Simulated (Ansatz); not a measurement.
We consider hcp Y, described by HSE06 in Ansatz (PAW).

Run with plane-wave cutoff 460 eV, 9×9×6 k mesh (along the axes of the cell as run), Fermi–Dirac smearing 0.05 eV, scalar-relativistic PAW data made under PBE.

Computed at the level's own relaxed cell.

Task: Give the computed lattice constant a and lattice parameter c.

Result: 
- lattice constant a = 3.695 Å
- lattice parameter c = 5.703 Å

Measured, for comparison: lattice constant a 3.648 Å, lattice parameter c 5.732 Å (293 K, no zero-point or thermal correction; as tabulated in Wikipedia's data pages). Computed (rounded) less measured: lattice constant a +1.3 %, lattice parameter c -0.5 %. A static lattice is as a rule a little smaller and stiffer than an uncorrected measurement, which narrows the difference in the lattice parameter c and would widen misses of the other sign.

The computed numbers hold no vibrational or temperature effects.

Computing time: about 30 core-minutes (a rough figure).

Ansatz is a program for electronic structure.
